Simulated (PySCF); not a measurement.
**Which basis set comes closest?**

Molecule: SMILES C#[SiH], CH₂Si.

Mapped SMILES: `[CH:1]#[SiH:2]`. Each H is labelled by its parent atom.

Geometry PBE0-D3(BJ)/def2-SVP throughout; GIAO in PySCF, gas phase, one conformer, non-relativistic; equivalent atoms averaged; functional PBE0.

Reference values (CCSD(T)/CBS (aug-cc-pCVXZ fit); gas (isolated, no vibration); Rzepiela, Kaminsky, Buczek, Broda, Kupka, Molecules 2022, 27, 8230): σ(Si2) = 630.1 ppm.

**Question.** How do the basis sets STO-3G, 6-31G, pcSseg-0, 6-31G*, def2-SVP, cc-pVDZ, pcSseg-1, aug-cc-pVDZ, 6-311+G(2d,p), def2-TZVP, cc-pVTZ, IGLO-III, pcSseg-2, pcSseg-3 perform against the reference? Times are CPU seconds on shared hosts with different chips, so compare them loosely.

**Answer.** 
```tsv
basis set	functions	Si2	abs. error Si	core-s
STO-3G	16	608.0	22.1	1.2
6-31G	26	558.6	71.5	3.7
pcSseg-0	26	493.9	136.2	1
6-31G*	36	552.7	77.4	3.2
def2-SVP	42	547.4	82.7	2.6
cc-pVDZ	42	555.2	74.9	1.5
pcSseg-1	51	506.3	123.8	2.2
aug-cc-pVDZ	68	554.7	75.4	2.1
6-311+G(2d,p)	74	506.6	123.5	4.1
def2-TZVP	80	498.6	131.5	4.7
cc-pVTZ	92	506.8	123.3	2.9
IGLO-III	99	513.6	116.5	2.8
pcSseg-2	107	503.5	126.6	1.9
pcSseg-3	214	504.2	125.9	14
```

For ²⁹Si the closest is STO-3G (22.1 ppm) and the furthest pcSseg-0 (136.2 ppm). Where a smaller basis beats a larger one, errors probably cancel; the largest sets show where the functional converges. One molecule is a small sample, and the reference may use another geometry.

A small basis that lands close on one nucleus may do so by chance; judge by the trend and by all nuclei.
